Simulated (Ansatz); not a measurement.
CsCl-type TlBr was calculated with Hartree–Fock (plane waves, PAW; Ansatz, a first-principles code).

Numerical settings: plane-wave cutoff 520 eV, 6×6×6 k mesh, scalar-relativistic PAW data made under PBE.

Computed at the level's own relaxed cell.

Elastic tensor (GPa, Voigt notation, ions relaxed):

```
   28.8     4.1     4.1     0.0     0.0     0.0
    4.1    28.8     4.1     0.0     0.0     0.0
    4.1     4.1    28.8     0.0     0.0     0.0
    0.0     0.0     0.0     0.9     0.0     0.0
    0.0     0.0     0.0     0.0     0.9     0.0
    0.0     0.0     0.0     0.0     0.0     0.9
```

Worked from these constants: the tetragonal shear constant is C′ = (C11 − C12)/2 = 12.4 GPa against C44 = 0.9 GPa, so the C44 shear is the softer. The Zener ratio C44/C′ is 0.07 (1 for an isotropic solid), and the Cauchy pressure C12 − C44 is 3.2 GPa. With C11 + 2C12 = 37.0 GPa all three Born conditions hold; they don't test modes at the zone boundary.

Spin–orbit coupling is not included; it can shift volumes and moduli of such heavy elements.
